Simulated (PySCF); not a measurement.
Dissociation curve of CN, doublet.

ROKS-BLYP = restricted open-shell BLYP/cc-pVDZ (PySCF 2.14.0); UCCSD(T) = CCSD(T) on UHF/cc-pVDZ, 2 core orbitals frozen (PySCF).

Energies relative to the lowest point of each curve near equilibrium, in kcal/mol:

| R / Å | ROKS-BLYP |
|---|---|
| 0.93 | 144.7 |
| 1.00 | 64.2 |
| 1.05 | 30.5 |
| 1.10 | 10.9 |
| 1.12 | 6.1 |
| 1.16 | 0.8 |
| 1.20 | 0.0 |
| 1.23 | 1.7 |
| 1.28 | 7.9 |

Q: Estimate the UCCSD(T) values at these points.

A: 0.93: 150.0; 1.00: 67.4; 1.05: 32.5; 1.10: 11.9; 1.12: 6.9; 1.16: 1.1; 1.20: 0.0; 1.23: 1.6; 1.28: 7.8 (kcal/mol).

The scan ran from 0.93 to 4.65 Å; beyond the distances shown one of the unrestricted levels run for this scan, shown here or not, changes its spin distribution in one step. The unrestricted determinant behind UCCSD(T) is spin-contaminated at 1.05 to 1.28 Å (<S²> up to 1.6, against 0.75 for a pure doublet).
